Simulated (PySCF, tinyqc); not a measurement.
CIS and TDHF on RHF in the sto-3g basis, for HF, spin multiplicity 1, step by step. The lowest restricted solution is unstable here: a spin-polarised one lies 0.0007 hartree lower (PySCF). One step of it, computed by the program tinyqc.

Task: CIS matrix, singlets. A(ia,jb) = (e_a - e_i) d_ij d_ab + 2 (ia|jb) - (ij|ab).

orbital energies (hartree): MO1 -25.925595, MO2 -1.415348, MO3 -0.488639, MO4 -0.463169, MO5 -0.463169, MO6 0.370181

Two-electron integrals over orbitals (pq|rs), unique and non-zero (hartree):
```
p,q,r,s,(pq|rs)
1,1,1,1,5.364371
2,1,1,1,-0.521153
2,1,2,1,0.079820
2,2,1,1,1.231721
2,2,2,1,-0.022616
2,2,2,2,0.871501
3,1,1,1,0.103141
3,1,2,1,-0.015242
3,1,2,2,0.006799
3,1,3,1,0.017589
3,2,1,1,-0.121158
3,2,2,1,0.005223
3,2,2,2,-0.044878
3,2,3,1,0.020560
3,2,3,2,0.136480
3,3,1,1,0.892965
3,3,2,1,-0.008604
3,3,2,2,0.695540
3,3,3,1,-0.002239
3,3,3,2,-0.015869
3,3,3,3,0.680738
4,1,4,1,0.029539
4,2,4,1,0.040061
4,2,4,2,0.188996
4,3,4,1,-0.007215
4,3,4,2,-0.028730
4,3,4,3,0.035906
4,4,1,1,1.264025
4,4,2,1,-0.015058
4,4,2,2,0.894224
4,4,3,1,0.003040
4,4,3,2,-0.066874
4,4,3,3,0.682306
4,4,4,4,0.997514
5,1,5,1,0.029539
5,2,5,1,0.040061
5,2,5,2,0.188996
5,3,5,1,-0.007215
5,3,5,2,-0.028730
5,3,5,3,0.035906
5,4,5,4,0.053770
5,5,1,1,1.264025
5,5,2,1,-0.015058
5,5,2,2,0.894224
5,5,3,1,0.003040
5,5,3,2,-0.066874
5,5,3,3,0.682306
5,5,4,4,0.889973
5,5,5,5,0.997514
6,1,1,1,0.109077
6,1,2,1,-0.017446
6,1,2,2,0.002642
6,1,3,1,-0.012143
6,1,3,2,-0.023349
6,1,3,3,0.005974
6,1,4,4,0.003169
6,1,5,5,0.003169
6,1,6,1,0.020138
6,2,1,1,-0.158687
6,2,2,1,0.004158
6,2,2,2,-0.087728
6,2,3,1,-0.019944
6,2,3,2,-0.075312
6,2,3,3,-0.022608
6,2,4,4,-0.086688
6,2,5,5,-0.086688
6,2,6,1,0.018792
6,2,6,2,0.091586
6,3,1,1,-0.417944
6,3,2,1,0.007016
6,3,2,2,-0.233349
6,3,3,1,0.001479
6,3,3,2,0.081481
6,3,3,3,-0.094867
6,3,4,4,-0.243493
6,3,5,5,-0.243493
6,3,6,1,-0.004898
6,3,6,2,0.037753
6,3,6,3,0.228878
6,4,4,1,-0.007138
6,4,4,2,-0.029131
6,4,4,3,-0.021935
6,4,6,4,0.029190
6,5,5,1,-0.007138
6,5,5,2,-0.029131
6,5,5,3,-0.021935
6,5,6,5,0.029190
6,6,1,1,0.841696
6,6,2,1,-0.008972
6,6,2,2,0.641464
6,6,3,1,0.010462
6,6,3,2,0.047126
6,6,3,3,0.649862
6,6,4,4,0.625321
6,6,5,5,0.625321
6,6,6,1,-0.007392
6,6,6,2,-0.054409
6,6,6,3,-0.025431
6,6,6,6,0.677159
```

Give: CIS matrix A, singlet.

Result:

CIS matrix A, singlet (hartree):
```
,1>6,2>6,3>6,4>6,5>6
1>6,25.4944,0.0466,-0.0203,0.0000,0.0000
2>6,0.0466,1.3272,0.0284,0.0000,0.0000
3>6,-0.0203,0.0284,0.6667,0.0000,0.0000
4>6,0.0000,0.0000,0.0000,0.2664,0.0000
5>6,0.0000,0.0000,0.0000,0.0000,0.2664
```
